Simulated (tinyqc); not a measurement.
UHF in the sto-3g basis, for HF, spin multiplicity 1, step by step. This run ends on a higher stationary point, not on the lowest solution. One step of it, computed by the program tinyqc.

Question. Iteration 3: building the Fock matrix. J_ij = sum D_kl (ij|kl) with D = D(alpha) + D(beta), K_ij = sum D_kl (ik|jl) for each spin; F = H + J - K(s); E = tr D H + tr D J / 2 - 0.5 sum_s tr D(s) K(s) + E_nn.

D(alpha) after iteration 2, order 1F 1s, 1F 2s, 1F 2px, 1F 2py, 1F 2pz, 2H 1s:
```
[[1.059203, -0.249360, 0.012266, -0.010844, 0.023343, -0.000267],
 [-0.249360, 1.053817, -0.063592, 0.056223, -0.113245, -0.039606],
 [0.012266, -0.063592, 0.929801, 0.062064, -0.174524, 0.217282],
 [-0.010844, 0.056223, 0.062064, 0.945128, 0.154300, -0.192103],
 [0.023343, -0.113245, -0.174524, 0.154300, 0.605261, 0.333809],
 [-0.000267, -0.039606, 0.217282, -0.192103, 0.333809, 0.415404]]
```

D(beta) after iteration 2, order 1F 1s, 1F 2s, 1F 2px, 1F 2py, 1F 2pz, 2H 1s:
```
[[1.059203, -0.249360, -0.012266, 0.010844, 0.023343, -0.000267],
 [-0.249360, 1.053817, 0.063592, -0.056223, -0.113245, -0.039606],
 [-0.012266, 0.063592, 0.929801, 0.062064, 0.174524, -0.217282],
 [0.010844, -0.056223, 0.062064, 0.945128, -0.154300, 0.192103],
 [0.023343, -0.113245, 0.174524, -0.154300, 0.605261, 0.333809],
 [-0.000267, -0.039606, -0.217282, 0.192103, 0.333809, 0.415404]]
```

core Hamiltonian H = T + V (hartree), order 1F 1s, 1F 2s, 1F 2px, 1F 2py, 1F 2pz, 2H 1s:
```
[[-40.411546, -9.481660, 0.000000, 0.000000, -0.006756, -0.686168],
 [-9.481660, -10.889687, 0.000000, 0.000000, -0.084399, -1.726412],
 [0.000000, 0.000000, -8.573977, 0.000000, 0.000000, 0.000000],
 [0.000000, 0.000000, 0.000000, -8.573977, 0.000000, 0.000000],
 [-0.006756, -0.084399, 0.000000, 0.000000, -8.613744, -1.274880],
 [-0.686168, -1.726412, 0.000000, 0.000000, -1.274880, -3.921010]]
```

Two-electron integrals (ij|kl) in chemists' order, unique and non-zero (hartree):
```
(11|11) 5.403501   (21|11) 0.841920   (21|21) 0.156299   (22|11) 1.268028
(22|21) 0.292344   (22|22) 0.926167   (31|31) 0.027998   (32|31) 0.043169
(32|32) 0.204588   (33|11) 1.264502   (33|21) 0.292403   (33|22) 0.925959
(33|33) 0.997514   (41|41) 0.027998   (42|41) 0.043169   (42|42) 0.204588
(43|43) 0.053770   (44|11) 1.264502   (44|21) 0.292403   (44|22) 0.925959
(44|33) 0.889973   (44|44) 0.997514   (51|51) 0.027998   (52|51) 0.043169
(52|52) 0.204588   (53|53) 0.053770   (54|54) 0.053770   (55|11) 1.264502
(55|21) 0.292403   (55|22) 0.925959   (55|33) 0.889973   (55|44) 0.889973
(55|55) 0.997514   (61|11) 0.061090   (61|21) 0.011255   (61|22) 0.020952
(61|33) 0.020923   (61|44) 0.020923   (61|51) 0.000429   (61|52) 0.000814
(61|55) 0.021013   (61|61) 0.000818   (62|11) 0.176226   (62|21) 0.041268
(62|22) 0.148649   (62|33) 0.146431   (62|44) 0.146431   (62|51) 0.002752
(62|52) 0.022876   (62|55) 0.152934   (62|61) 0.003016   (62|62) 0.031075
(63|31) 0.004054   (63|32) 0.025061   (63|53) 0.004639   (63|63) 0.004350
(64|41) 0.004054   (64|42) 0.025061   (64|54) 0.004639   (64|64) 0.004350
(65|11) 0.129129   (65|21) 0.030600   (65|22) 0.118195   (65|33) 0.113429
(65|44) 0.113429   (65|51) 0.005796   (65|52) 0.041853   (65|55) 0.127591
(65|61) 0.002313   (65|62) 0.030482   (65|65) 0.034112   (66|11) 0.383743
(66|21) 0.091276   (66|22) 0.380173   (66|33) 0.369712   (66|44) 0.369712
(66|51) 0.006411   (66|52) 0.076639   (66|55) 0.400848   (66|61) 0.006684
(66|62) 0.109375   (66|65) 0.126058   (66|66) 0.774606
```

nuclear repulsion = 3.47888597 hartree

Give: Coulomb J; exchange K(alpha); exchange K(beta); F(alpha); F(beta); total energy of this density.

Answer.

Coulomb J (hartree), order 1F 1s, 1F 2s, 1F 2px, 1F 2py, 1F 2pz, 2H 1s:
```
[[20.015, 3.804, 0.000, 0.000, -0.004, 0.274],
 [3.804, 9.390, 0.000, 0.000, 0.027, 1.496],
 [0.000, 0.000, 9.389, 0.013, 0.000, 0.000],
 [0.000, 0.000, 0.013, 9.392, 0.000, 0.000],
 [-0.004, 0.027, 0.000, 0.000, 9.363, 1.199],
 [0.274, 1.496, 0.000, 0.000, 1.199, 4.155]]
```

exchange K(alpha) (hartree), order 1F 1s, 1F 2s, 1F 2px, 1F 2py, 1F 2pz, 2H 1s:
```
[[5.537, 0.952, 0.000, 0.000, 0.001, 0.074],
 [0.952, 1.520, -0.031, 0.027, -0.048, 0.275],
 [0.000, -0.031, 1.237, 0.059, -0.139, 0.050],
 [0.000, 0.027, 0.059, 1.252, 0.123, -0.044],
 [0.001, -0.048, -0.139, 0.123, 1.024, 0.281],
 [0.074, 0.275, 0.050, -0.044, 0.281, 0.451]]
```

exchange K(beta) (hartree), order 1F 1s, 1F 2s, 1F 2px, 1F 2py, 1F 2pz, 2H 1s:
```
[[5.537, 0.952, 0.000, 0.000, 0.001, 0.074],
 [0.952, 1.520, 0.031, -0.027, -0.048, 0.275],
 [0.000, 0.031, 1.237, 0.059, 0.139, -0.050],
 [0.000, -0.027, 0.059, 1.252, -0.123, 0.044],
 [0.001, -0.048, 0.139, -0.123, 1.024, 0.281],
 [0.074, 0.275, -0.050, 0.044, 0.281, 0.451]]
```

F(alpha) (hartree), order 1F 1s, 1F 2s, 1F 2px, 1F 2py, 1F 2pz, 2H 1s:
```
[[-25.934, -6.629, 0.000, 0.000, -0.012, -0.486],
 [-6.629, -3.019, 0.031, -0.027, -0.009, -0.505],
 [0.000, 0.031, -0.423, -0.045, 0.139, -0.050],
 [0.000, -0.027, -0.045, -0.434, -0.123, 0.044],
 [-0.012, -0.009, 0.139, -0.123, -0.275, -0.357],
 [-0.486, -0.505, -0.050, 0.044, -0.357, -0.217]]
```

F(beta) (hartree), order 1F 1s, 1F 2s, 1F 2px, 1F 2py, 1F 2pz, 2H 1s:
```
[[-25.934, -6.629, 0.000, 0.000, -0.012, -0.486],
 [-6.629, -3.019, -0.031, 0.027, -0.009, -0.505],
 [0.000, -0.031, -0.423, -0.045, -0.139, 0.050],
 [0.000, 0.027, -0.045, -0.434, 0.123, -0.044],
 [-0.012, -0.009, -0.139, 0.123, -0.275, -0.357],
 [-0.486, -0.505, 0.050, -0.044, -0.357, -0.217]]
```

total energy of this density = -98.42523 hartree
